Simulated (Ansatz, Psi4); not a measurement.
## Worked example: vertical ionisation energy of C4H8O2 (1,4-dioxane)

C4H8O2 has 14 atoms, charge 0, and is taken as a singlet. SMILES: `C1COCCO1`. The coordinates come from a PBE0-D4/def2-TZVP relaxation. This is one conformer, not always the lowest.

```xyz
14

C     0.0756    1.3790    0.0842
C     1.2717    0.4729    0.2710
O     0.8734   -0.7839    0.7737
C    -0.0756   -1.3790   -0.0842
C    -1.2717   -0.4729   -0.2710
O    -0.8734    0.7839   -0.7737
H    -0.3828    1.5888    1.0627
H     0.3724    2.3253   -0.3735
H     1.7896    0.3447   -0.6919
H     1.9733    0.8987    0.9918
H    -0.3724   -2.3253    0.3735
H     0.3828   -1.5888   -1.0627
H    -1.9733   -0.8987   -0.9918
H    -1.7896   -0.3447    0.6919
```

Both states at this one shape; open shells run unrestricted unless said. 1 Eh = 27.2114 eV.

```
                             level  program  singlet C4H8O2 (Eh)  doublet [C4H8O2]+ (Eh)  HOMO of the first (eV)
                         HF/STO-3G   Ansatz          -301.981761             -301.747938                   -8.22
 TPSS/6-31G* (spherical functions)     Psi4          -307.697842             -307.390149                   -5.16
B3LYP/6-31G* (Cartesian functions)     Psi4          -307.657534             -307.333491                   -6.41
HSE06/6-31G* (spherical functions)     Psi4          -307.331977             -307.007016                   -6.26
```

Problem. Work out the vertical ionisation energy at each level.

Solution. 
1. HF/STO-3G: -301.747938 − (-301.981761) = 0.233823 Eh = 6.36 eV; −ε(HOMO) = 8.22 eV.
2. TPSS/6-31G* (spherical functions): -307.390149 − (-307.697842) = 0.307693 Eh = 8.37 eV; −ε(HOMO) = 5.16 eV.
3. B3LYP/6-31G* (Cartesian functions): -307.333491 − (-307.657534) = 0.324043 Eh = 8.82 eV; −ε(HOMO) = 6.41 eV.
4. HSE06/6-31G* (spherical functions): -307.007016 − (-307.331977) = 0.324961 Eh = 8.84 eV; −ε(HOMO) = 6.26 eV.

No measured value is set beside it here; the levels span 6.36 to 8.84 eV. In Hartree–Fock, −ε(HOMO) (Koopmans) exceeds the difference of totals by the orbital relaxation of the ion. In semi-local functionals −ε(HOMO) lies far under the ionisation energy, a result of self-interaction, while the difference of totals does much better. Hartree–Fock favours the state with fewer electron pairs, since it lacks pair correlation. Minimal sets are far from the basis-set limit.
